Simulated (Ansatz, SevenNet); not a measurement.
Voigt–Reuss–Hill shear modulus (GPa) of solids drawn from the class of elemental solids other than molecular ones, at two levels: the machine-learned potential SevenNet-0 (trained on PBE and PBE+U data), and PBE in Ansatz (plane waves, PAW).

| solid | SevenNet-0 | PBE | shift (%) |
|---|---|---|---|
| hcp Be | 43.6 | 162 | +272 |
| fcc Ag | 15.7 | 27.9 | +78 |
| fcc Ca | 6.97 | 8.54 | +23 |
| hcp Y | 4.80 | 26.5 | +452 |
| double-hcp La | 4.37 | 17.0 | +289 |
| fcc Pt | 47.6 | 53.6 | +12.6 |
| fcc Rh | 62.6 | 154 | +146 |
| diamond | 275 | 518 | +88 |
| hcp Sc | 10.4 | 32.1 | +209 |
| fcc Au | 7.81 | 21.5 | +175 |

The shifts run from +12.6 % to +452 %, with a median of +161 %.

Over all 10 rows PBE is the larger in 10.

Ansatz's runs of these crystals have no spin polarisation.

Spin–orbit coupling is left out, also for the solids with elements from indium on (double-hcp La, fcc Pt, fcc Au); its size isn't shown.

Each level is taken at its own relaxed cell. Ansatz's density-functional and Hartree–Fock values are scalar-relativistic unless marked +SOC, with PAW data made under PBE.

Ansatz is a first-principles code.
